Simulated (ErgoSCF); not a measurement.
**C2H2F (SMILES [H]/[C]=C\F) at UKT1/DunningTZ**

What is the energy difference between two shapes of C2H2F at UKT1/DunningTZ? 

The calculation is run with ErgoSCF 3.8.

2 further runs of the same task are left out: 2 set aside as unsound or not needed.

### Step 1. The structure to begin with

C2H2F has 5 atoms, charge 0, and is taken as a doublet. As SMILES, `[H]/[C]=C\F`. The coordinates come from a GFN2-xTB relaxation.

Bond lengths: C1–C2 1.285 Å, C2–F3 1.372 Å, C1–H4 1.060 Å, C2–H5 1.083 Å. Angles: C1–C2–F3 124.5°, C1–C2–H5 125.8°, F3–C2–H5 109.7°, C2–C1–H4 145.3°.

### Step 2. The energy at UKT1/DunningTZ

File input.xyz:

```xyz
5
C2H2F
C      0.144690    -0.805710     0.363700
C     -0.244990     0.366440     0.007890
F      0.317570     1.097450    -1.008260
H      0.839640    -1.585070     0.181900
H     -1.056920     0.926890     0.454760
```

File input.ego:

```
set_nthreads(1)
scf.output_mulliken_pop = 1
scf.max_number_of_iterations = 150
XC.type = "GC2"
tmpdir = "."
spin_polarization = 1
basis = "DunningTZ"
scf.convergence_threshold = 1e-06
scf.use_diagonalization = 1
molecule "input.xyz"
run "KT1"
```

On the command line:

```sh
$ ergo input.ego
```

The program printed:

```text
INMA ERGO version 3.8
INMA reading input from file input.ego
INMA  output_mulliken_pop := 1
INMA  max_number_of_iterations := 150
INMA  type := GC2
INMA  spin_polarization := 1
INMA  basis := DunningTZ
INMA Basis really set to DunningTZ
INMA  convergence_threshold := 1e-06
INMA  use_diagonalization := 1
INMA running KT1
INDF      This is a DFT calculation of type: KT1
INDF Weighted mixed functional:
INDF                       VWN:    1.00000
INDF                        KT:   -0.00600
INDF                    Slater:    1.00000
INMA Running KT1
INSC SCF_general constructor, number of basis functions: 48
INSC Min internuclear distance:      2.00294 a.u.  =      1.05991 Angstrom
INSC Max internuclear distance:      5.97026 a.u.  =      3.15933 Angstrom
INSC Euclidean norm of overlap matrix =          5.25826779007  (acc 1.49e-08)
INSC Euclidean norm of invCholFactor after truncation =         14.74826354303
INSC Beginning of SCF cycle 1
INDF Grid for charge 6: 42 radial points, 7680 total, r=21.435897
INDF Grid for charge 9: 42 radial points, 8100 total, r=21.435897
INDF Grid for charge 1: 37 radial points, 3746 total, r=20.545239
INDF Generating GC2 grid Radint = 5e-09 AngInt: [ 6 29 ]
INDF Grid pruned from 30952 to 29744 grid points.
INDF Electrons:  22.9999953  -2e-07:  U-xc energy -15.710123 (serial)
INSC nuclearEnergy, energy_2el, energy = 60.767625, 93.176529, -116.096490
INSC Energy   1 =       -116.09649034601
INSC maxabs FDS-SDF (alpha) is     6.39
INSC maxabs FDS-SDF (beta ) is     5.86
INDE E_HOMO =         -0.66939940684
INDE E_LUMO =         -0.53391480384
INDE E_HOMO =         -0.90800121876
INDE E_LUMO =         -0.65580270385
INSC <S2>_exact =   0.750, <S2> =          0.75006217625
INSC Beginning of SCF cycle 2
INDF Electrons:  22.9999927  -3e-07:  U-xc energy -29.148407 (serial)
INSC nuclearEnergy, energy_2el, energy = 60.767625, 162.559927, -167.091445
INSC Energy   2 =       -167.09144512315
INSC maxabs FDS-SDF (alpha) is     1.19
INSC maxabs FDS-SDF (beta ) is     1.19
INSC using DIIS to get combined Fock matrix, number of iters used for DIIS:  2
INDE E_HOMO =          0.09337897985
INDE E_LUMO =          0.20837137688
INDE E_HOMO =          0.04855582031
INDE E_LUMO =          0.11229103099
INSC <S2>_exact =   0.750, <S2> =          0.76149113533
INSC Beginning of SCF cycle 3
INDF Electrons:  22.9997924  -9e-06:  U-xc energy -21.932700 (serial)
INSC nuclearEnergy, energy_2el, energy = 60.767625, 99.075632, -143.484832
INSC Energy   3 =       -143.48483215045  ( diff     23.606612972706642 )
INSC maxabs FDS-SDF (alpha) is    0.806
INSC maxabs FDS-SDF (beta ) is    0.806
INSC restarting DIIS because energy did not improve.
INSC mixing best Fock matrix so far with next one, stepLength =   0.400000
INDE E_HOMO =         -0.29299840979
INDE E_LUMO =         -0.05326282286
INDE E_HOMO =         -0.51161267866
INDE E_LUMO =         -0.28355842602
INSC <S2>_exact =   0.750, <S2> =          0.75304998271
INSC Beginning of SCF cycle 4
INDF Electrons:  22.9999969  -1e-07:  U-xc energy -26.097664 (serial)
INSC nuclearEnergy, energy_2el, energy = 60.767625, 134.540229, -175.467895
INSC Energy   4 =       -175.46789480080  ( diff     -8.376449677648850 )
INSC maxabs FDS-SDF (alpha) is     0.53
INSC maxabs FDS-SDF (beta ) is     0.55
INSC mixing best Fock matrix so far with next one, stepLength =   0.400000
INSC increased steplength by factor 1.1, stepLength =   0.440000
INDE E_HOMO =         -0.12112226293
INDE E_LUMO =          0.01602859526
INDE E_HOMO =         -0.25343291640
INDE E_LUMO =         -0.10506171927
INSC <S2>_exact =   0.750, <S2> =          0.75251502649
INSC Beginning of SCF cycle 5
INDF Electrons:  22.9999984  -7e-08:  U-xc energy -24.373757 (serial)
INSC nuclearEnergy, energy_2el, energy = 60.767625, 125.634008, -178.567235
INSC Energy   5 =       -178.56723464817  ( diff     -3.099339847364917 )
INSC maxabs FDS-SDF (alpha) is    0.237
INSC maxabs FDS-SDF (beta ) is    0.211
INSC mixing best Fock matrix so far with next one, stepLength =   0.440000
INSC increased steplength by factor 1.1, stepLength =   0.484000
INDE E_HOMO =         -0.24377399583
INDE E_LUMO =         -0.00919457800
INDE E_HOMO =         -0.23894186042
INDE E_LUMO =         -0.20413567896
INSC <S2>_exact =   0.750, <S2> =          0.75168993519
INSC Beginning of SCF cycle 6
INDF Electrons:  23.0000003   1e-08:  U-xc energy -23.984375 (serial)
INSC nuclearEnergy, energy_2el, energy = 60.767625, 121.067270, -178.940470
INSC Energy   6 =       -178.94047043024  ( diff     -0.373235782074147 )
INSC maxabs FDS-SDF (alpha) is    0.104
INSC maxabs FDS-SDF (beta ) is    0.109
INSC mixing best Fock matrix so far with next one, stepLength =   0.484000
INSC increased steplength by factor 1.1, stepLength =   0.532400
INDE E_HOMO =         -0.19376678297
INDE E_LUMO =         -0.02456949827
INDE E_HOMO =         -0.24815773573
INDE E_LUMO =         -0.14411954134
INSC <S2>_exact =   0.750, <S2> =          0.75147521706
INSC Beginning of SCF cycle 7
INDF Electrons:  22.9999986  -6e-08:  U-xc energy -24.202725 (serial)
INSC nuclearEnergy, energy_2el, energy = 60.767625, 124.145005, -179.015780
INSC Energy   7 =       -179.01577996866  ( diff     -0.075309538418452 )
INSC maxabs FDS-SDF (alpha) is   0.0837
INSC maxabs FDS-SDF (beta ) is   0.0656
INSC mixing best Fock matrix so far with next one, stepLength =   0.532400
INSC increased steplength by factor 1.1, stepLength =   0.585640
INDE E_HOMO =         -0.25803196564
INDE E_LUMO =         -0.02738896986
INDE E_HOMO =         -0.24596564075
INDE E_LUMO =         -0.19211541350
INSC <S2>_exact =   0.750, <S2> =          0.75272666751
INSC Beginning of SCF cycle 8
INDF Electrons:  23.0000004   2e-08:  U-xc energy -23.942643 (serial)
INSC nuclearEnergy, energy_2el, energy = 60.767625, 121.463524, -179.027288
INSC Energy   8 =       -179.02728787998  ( diff     -0.011507911318546 )
INSC maxabs FDS-SDF (alpha) is   0.0699
INSC maxabs FDS-SDF (beta ) is   0.0702
INSC using DIIS to get combined Fock matrix, number of iters used for DIIS:  1
INDE E_HOMO =         -0.17677172737
INDE E_LUMO =         -0.00450697159
INDE E_HOMO =         -0.27821283624
INDE E_LUMO =         -0.12458845176
INSC <S2>_exact =   0.750, <S2> =          0.75258444963
INSC Beginning of SCF cycle 9
INDF Electrons:  22.9999968  -1e-07:  U-xc energy -24.423008 (serial)
INSC nuclearEnergy, energy_2el, energy = 60.767625, 126.686147, -178.643935
INSC Energy   9 =       -178.64393548292  ( diff      0.383352397054892 )
INSC maxabs FDS-SDF (alpha) is    0.195
INSC maxabs FDS-SDF (beta ) is    0.163
INSC restarting DIIS because energy did not improve.
INSC mixing best Fock matrix so far with next one, stepLength =   0.585640
INDE E_HOMO =         -0.20517103204
INDE E_LUMO =         -0.02643690606
INDE E_HOMO =         -0.25407205467
INDE E_LUMO =         -0.14036320744
INSC <S2>_exact =   0.750, <S2> =          0.75315972573
INSC Beginning of SCF cycle 10
INDF Electrons:  22.9999984  -7e-08:  U-xc energy -24.207024 (serial)
INSC nuclearEnergy, energy_2el, energy = 60.767625, 124.382612, -179.009125
INSC Energy  10 =       -179.00912463159  ( diff      0.018163248389243 )
INSC maxabs FDS-SDF (alpha) is   0.0822
INSC maxabs FDS-SDF (beta ) is   0.0783
INSC restarting DIIS because energy did not improve.
INSC changing stepLength from   0.585640 to   0.292820
INSC mixing best Fock matrix so far with next one, stepLength =   0.292820
INDE E_HOMO =         -0.23163895189
INDE E_LUMO =         -0.03198332521
INDE E_HOMO =         -0.24669890660
INDE E_LUMO =         -0.16402030226
INSC <S2>_exact =   0.750, <S2> =          0.75320808226
INSC Beginning of SCF cycle 11
INDF Electrons:  22.9999995  -2e-08:  U-xc energy -24.069839 (serial)
INSC nuclearEnergy, energy_2el, energy = 60.767625, 122.872348, -179.101996
INSC Energy  11 =       -179.10199569890  ( diff     -0.074707818921382 )
INSC maxabs FDS-SDF (alpha) is   0.0185
INSC maxabs FDS-SDF (beta ) is   0.0184
INSC mixing best Fock matrix so far with next one, stepLength =   0.292820
INSC increased steplength by factor 1.1, stepLength =   0.322102
INDE E_HOMO =         -0.23534348533
INDE E_LUMO =         -0.03302815224
INDE E_HOMO =         -0.24711014071
INDE E_LUMO =         -0.16471189090
INSC <S2>_exact =   0.750, <S2> =          0.75382983545
INSC Beginning of SCF cycle 12
INDF Electrons:  22.9999997  -1e-08:  U-xc energy -24.051393 (serial)
INSC nuclearEnergy, energy_2el, energy = 60.767625, 122.743491, -179.102712
INSC Energy  12 =       -179.10271160047  ( diff     -0.000715901569464 )
INSC maxabs FDS-SDF (alpha) is   0.0116
INSC maxabs FDS-SDF (beta ) is   0.0115
INSC mixing best Fock matrix so far with next one, stepLength =   0.322102
INSC increased steplength by factor 1.1, stepLength =   0.354312
INDE E_HOMO =         -0.23634324239
INDE E_LUMO =         -0.03319478718
INDE E_HOMO =         -0.24735146799
INDE E_LUMO =         -0.16345952161
INSC <S2>_exact =   0.750, <S2> =          0.75444691966
INSC Beginning of SCF cycle 13
INDF Electrons:  22.9999997  -1e-08:  U-xc energy -24.050429 (serial)
INSC nuclearEnergy, energy_2el, energy = 60.767625, 122.758596, -179.102788
INSC Energy  13 =       -179.10278847290  ( diff     -0.000076872433084 )
INSC maxabs FDS-SDF (alpha) is  0.00767
INSC maxabs FDS-SDF (beta ) is  0.00765
INSC mixing best Fock matrix so far with next one, stepLength =   0.354312
INSC increased steplength by factor 1.1, stepLength =   0.389743
INDE E_HOMO =         -0.23716794713
INDE E_LUMO =         -0.03310531593
INDE E_HOMO =         -0.24733967128
INDE E_LUMO =         -0.16246792305
INSC <S2>_exact =   0.750, <S2> =          0.75506187670
INSC Beginning of SCF cycle 14
INDF Electrons:  22.9999997  -1e-08:  U-xc energy -24.049191 (serial)
INSC nuclearEnergy, energy_2el, energy = 60.767625, 122.760769, -179.102830
INSC Energy  14 =       -179.10283036321  ( diff     -0.000041890312701 )
INSC maxabs FDS-SDF (alpha) is  0.00481
INSC maxabs FDS-SDF (beta ) is  0.00481
INSC mixing best Fock matrix so far with next one, stepLength =   0.389743
INSC increased steplength by factor 1.1, stepLength =   0.428718
INDE E_HOMO =         -0.23767715316
INDE E_LUMO =         -0.03294135744
INDE E_HOMO =         -0.24724031137
INDE E_LUMO =         -0.16158557002
INSC <S2>_exact =   0.750, <S2> =          0.75565002828
INSC Beginning of SCF cycle 15
INDF Electrons:  22.9999997  -1e-08:  U-xc energy -24.048442 (serial)
INSC nuclearEnergy, energy_2el, energy = 60.767625, 122.762945, -179.102854
INSC Energy  15 =       -179.10285425409  ( diff     -0.000023890876065 )
INSC maxabs FDS-SDF (alpha) is  0.00285
INSC maxabs FDS-SDF (beta ) is  0.00286
INSC using DIIS to get combined Fock matrix, number of iters used for DIIS:  1
INDE E_HOMO =         -0.23849144951
INDE E_LUMO =         -0.03254146162
INDE E_HOMO =         -0.24695454428
INDE E_LUMO =         -0.15998923165
INSC <S2>_exact =   0.750, <S2> =          0.75695822653
INSC Beginning of SCF cycle 16
INDF Electrons:  22.9999997  -1e-08:  U-xc energy -24.047164 (serial)
INSC nuclearEnergy, energy_2el, energy = 60.767625, 122.763832, -179.102879
INSC Energy  16 =       -179.10287868032  ( diff     -0.000024426231903 )
INSC maxabs FDS-SDF (alpha) is 0.000271
INSC maxabs FDS-SDF (beta ) is 0.000264
INSC using DIIS to get combined Fock matrix, number of iters used for DIIS:  2
INDE E_HOMO =         -0.23851350965
INDE E_LUMO =         -0.03233054900
INDE E_HOMO =         -0.24678130827
INDE E_LUMO =         -0.15956114487
INSC <S2>_exact =   0.750, <S2> =          0.75763668359
INSC Beginning of SCF cycle 17
INDF Electrons:  22.9999997  -1e-08:  U-xc energy -24.047559 (serial)
INSC nuclearEnergy, energy_2el, energy = 60.767625, 122.765154, -179.102883
INSC Energy  17 =       -179.10288268638  ( diff     -0.000004006056372 )
INSC maxabs FDS-SDF (alpha) is  0.00016
INSC maxabs FDS-SDF (beta ) is  8.4e-05
INSC using DIIS to get combined Fock matrix, number of iters used for DIIS:  3
INDE E_HOMO =         -0.23874171692
INDE E_LUMO =         -0.03230662058
INDE E_HOMO =         -0.24676189471
INDE E_LUMO =         -0.15956541363
INSC <S2>_exact =   0.750, <S2> =          0.75805766333
INSC Beginning of SCF cycle 18
INDF Electrons:  22.9999998  -1e-08:  U-xc energy -24.047131 (serial)
INSC nuclearEnergy, energy_2el, energy = 60.767625, 122.759954, -179.102883
INSC Energy  18 =       -179.10288279806  ( diff     -0.000000111681317 )
INSC maxabs FDS-SDF (alpha) is 0.000249
INSC maxabs FDS-SDF (beta ) is 0.000253
INSC using DIIS to get combined Fock matrix, number of iters used for DIIS:  4
INDE E_HOMO =         -0.23866624324
INDE E_LUMO =         -0.03228797451
INDE E_HOMO =         -0.24676525407
INDE E_LUMO =         -0.15945822996
INSC <S2>_exact =   0.750, <S2> =          0.75815632680
INSC Beginning of SCF cycle 19
INDF Electrons:  22.9999997  -1e-08:  U-xc energy -24.047611 (serial)
INSC nuclearEnergy, energy_2el, energy = 60.767625, 122.764642, -179.102884
INSC Energy  19 =       -179.10288365874  ( diff     -0.000000860683656 )
INSC maxabs FDS-SDF (alpha) is 9.91e-06
INSC maxabs FDS-SDF (beta ) is 1.07e-05
INSC using DIIS to get combined Fock matrix, number of iters used for DIIS:  5
INDE E_HOMO =         -0.23864424817
INDE E_LUMO =         -0.03226313267
INDE E_HOMO =         -0.24674315641
INDE E_LUMO =         -0.15943802783
INSC <S2>_exact =   0.750, <S2> =          0.75817388822
INSC Beginning of SCF cycle 20
INDF Electrons:  22.9999997  -1e-08:  U-xc energy -24.047556 (serial)
INSC nuclearEnergy, energy_2el, energy = 60.767625, 122.764109, -179.102884
INSC Energy  20 =       -179.10288366042  ( diff     -0.000000001675204 )
INSC maxabs FDS-SDF (alpha) is 8.38e-06
INSC maxabs FDS-SDF (beta ) is 6.86e-06
INSC using DIIS to get combined Fock matrix, number of iters used for DIIS:  6
INDE E_HOMO =         -0.23865435997
INDE E_LUMO =         -0.03227267937
INDE E_HOMO =         -0.24675343762
INDE E_LUMO =         -0.15944849573
INSC <S2>_exact =   0.750, <S2> =          0.75817539197
INSC Beginning of SCF cycle 21
INDF Electrons:  22.9999997  -1e-08:  U-xc energy -24.047578 (serial)
INSC nuclearEnergy, energy_2el, energy = 60.767625, 122.764338, -179.102884
INSC Energy  21 =       -179.10288366125  ( diff     -0.000000000827413 )
INSC maxabs FDS-SDF (alpha) is 2.02e-06
INSC maxabs FDS-SDF (beta ) is 1.81e-06
INSC using DIIS to get combined Fock matrix, number of iters used for DIIS:  7
INDE E_HOMO =         -0.23865479000
INDE E_LUMO =         -0.03227198122
INDE E_HOMO =         -0.24675296405
INDE E_LUMO =         -0.15944910361
INSC <S2>_exact =   0.750, <S2> =          0.75817550206
INSC Beginning of SCF cycle 22
INDF Electrons:  22.9999997  -1e-08:  U-xc energy -24.047579 (serial)
INSC nuclearEnergy, energy_2el, energy = 60.767625, 122.764315, -179.102884
INSC Energy  22 =       -179.10288366129  ( diff     -0.000000000038540 )
INSC maxabs FDS-SDF (alpha) is 1.49e-06
INSC maxabs FDS-SDF (beta ) is  1.6e-06
INSC using DIIS to get combined Fock matrix, number of iters used for DIIS:  8
INDE E_HOMO =         -0.23865431304
INDE E_LUMO =         -0.03227197744
INDE E_HOMO =         -0.24675267405
INDE E_LUMO =         -0.15944868392
INSC <S2>_exact =   0.750, <S2> =          0.75817545565
INSC Beginning of SCF cycle 23
INDF Electrons:  22.9999997  -1e-08:  U-xc energy -24.047575 (serial)
INSC nuclearEnergy, energy_2el, energy = 60.767625, 122.764294, -179.102884
INSC Energy  23 =       -179.10288366130  ( diff     -0.000000000018986 )
INSC maxabs FDS-SDF (alpha) is 2.69e-07
INSC maxabs FDS-SDF (beta ) is 2.12e-07
RESC CONVERGED after  23 iterations.
RESC FINAL ENERGY:       -179.10288366130
RESC FINAL <S2> =          0.75817545565
TISC Main SCF loop took     17.17 usr cpu s       0.10 sys cpu s      17.37 wall s
INSC SCF: dipole_moment_x [atomic units] =      -0.12130376
INSC SCF: dipole_moment_y [atomic units] =      -0.31705323
INSC SCF: dipole_moment_z [atomic units] =       0.32625116
INSC Sum of Mulliken charges (electrons):      23.0000000
INSC Mulliken charge of atom 0 =      -0.2522256
INSC Mulliken charge of atom 1 =      -0.0842337
INSC Mulliken charge of atom 2 =      -0.1990934
INSC Mulliken charge of atom 3 =       0.2747070
INSC Mulliken charge of atom 4 =       0.2608457
INSC Sum of Mulliken atomic charges:      -0.0000000
INSC Mulliken spin density of atom 0 =       1.0359398
INSC Mulliken spin density of atom 1 =      -0.1106931
INSC Mulliken spin density of atom 2 =       0.0620836
INSC Mulliken spin density of atom 3 =      -0.0149045
INSC Mulliken spin density of atom 4 =       0.0275742
INSC Sum of Mulliken atomic spin densities:       1.0000000
```

Run time: 18 s. Hardware: 1 thread of Intel Xeon at 2.50GHz (Skylake/Cascade Lake), shared host.

(Part 1 of 2 ends here.)
